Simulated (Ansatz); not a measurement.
# BF2H: composite energy at a relaxed geometry

Aim: a composite energy at a relaxed geometry, for BF2H, run from a script. SMILES: FBF.

All numbers are computed with Ansatz 0.2.0, driven from Python. The levels of theory stand in the script.

### Step 1. The system

Bond lengths: F1–B2 1.306 Å, B2–F3 1.306 Å, B2–H4 1.168 Å. Angles: F1–B2–F3 115.8°, F1–B2–H4 122.1°, F3–B2–H4 122.1°.

The script holds or builds the structure itself.

### Step 2. The code

run_composite.py

```python
"""Relax BF2H cheaply, then refine its energy."""

from dataclasses import dataclass
import itertools

import ansatz as az
from ase.data import atomic_numbers, covalent_radii
import numpy as np


@dataclass(frozen=True)
class Settings:
    basis_set: str = "def2-SVP"
    xc: str = "pbe0"
    vdw: str = "d3bj"


cfg = Settings()

GEOMETRY = """
F     1.13469    0.45990   -0.36463
B    -0.00261   -0.04291    0.03414
F    -1.07565    0.53061   -0.44049
H    -0.05642   -0.94759    0.77098
"""

mol = az.Crystal.molecule()
for line in GEOMETRY.strip().splitlines():
    symbol, *xyz = line.split()
    mol = mol.atom(symbol, [float(v) for v in xyz])

model = (
    mol.calculation()
    .basis(gaussian=cfg.basis_set)
    .functional(cfg.xc, dispersion=cfg.vdw)
)
symbols = [site.symbol for site in mol.cartesian_sites]
start = np.array([site.position_ang for site in mol.cartesian_sites], dtype=float)
r = model.relax(force_tolerance=0.01).run(threads=1, pin="off").report
end = np.array(r["positions_ang"])
# pairs closer than 1.2 times the sum of covalent radii, before or after
radius = [covalent_radii[atomic_numbers[s]] for s in symbols]
span = lambda where, i, j: np.linalg.norm(where[i] - where[j])
bonded = [(i, j) for i, j in itertools.combinations(range(len(symbols)), 2) if min(span(start, i, j), span(end, i, j)) < 1.2 * (radius[i] + radius[j])]
print("pair        before    after (A)")
for i, j in bonded:
    print(f"{symbols[i]}{i}-{symbols[j]}{j}".ljust(10), f"{span(start, i, j):8.4f} {span(end, i, j):8.4f}")
for first, second in list(itertools.combinations(bonded, 2)):
    shared = set(first) & set(second)
    if shared and symbols[(j := shared.pop())] != "H":
        i, k = sorted((set(first) | set(second)) - {j})
        u, v = end[i] - end[j], end[k] - end[j]
        angle = np.degrees(np.arccos(np.clip(u @ v / np.linalg.norm(u) / np.linalg.norm(v), -1, 1)))
        print(f"final angle {symbols[i]}{i}-{symbols[j]}{j}-{symbols[k]}{k}: {angle:.2f} deg")

minimum = az.Crystal.molecule()
for symbol, place in zip(symbols, end):
    minimum = minimum.atom(symbol, place.tolist())
at_minimum = minimum.calculation()
# MP2 extrapolated to the basis limit, plus the small-basis difference CCSD(T) - MP2
level = lambda method, basis: at_minimum.basis(gaussian=basis).correlation(method).run(threads=1, pin="off").report
small, large, cluster = level("mp2", "cc-pVDZ"), level("mp2", "cc-pVTZ"), level("ccsd_t", "cc-pVDZ")
corr = lambda each: (each["free_energy_ev"] - each["reference_energy_ev"]) / 27.211386246
mp2_limit = (27 * corr(large) - 8 * corr(small)) / 19
pieces = {"HF / cc-pVTZ": large["reference_energy_ev"] / 27.211386246, "MP2 correlation, DZ-TZ limit": mp2_limit, "CCSD(T) - MP2 / cc-pVDZ": corr(cluster) - corr(small)}
for name, value in pieces.items():
    print(f"{name:32s} {value:14.6f} Ha")
print(f"{'sum':32s} {sum(pieces.values()):14.6f} Ha")
print("T1 diagnostic", round(cluster["correlation"]["coupled_cluster"]["t1_diagnostic"], 4))
```

### Step 3. Launch

On the command line:

```console
> python run_composite.py
```

**Question.** What results will this script give? Wanted: T1 diagnostic; composite energy.

The runs gave:

```
        quantity           value
   T1 diagnostic          0.0141
composite energy  -225.034296 Ha
   runs compared               3
```

All 3 runs converged, in 12 to 18 cycles. A T1 diagnostic under about 0.02 supports a single-reference treatment, as here. Run 0: After 4 moves the largest shift is 0.019 Å. Notes:
- The sum leaves out core correlation, relativity, the Hartree-Fock basis error and zero-point energy; a DZ-TZ extrapolation is rough.
- Inner cores stay frozen, so this is valence correlation.
- An extrapolation from small basis sets is rough.
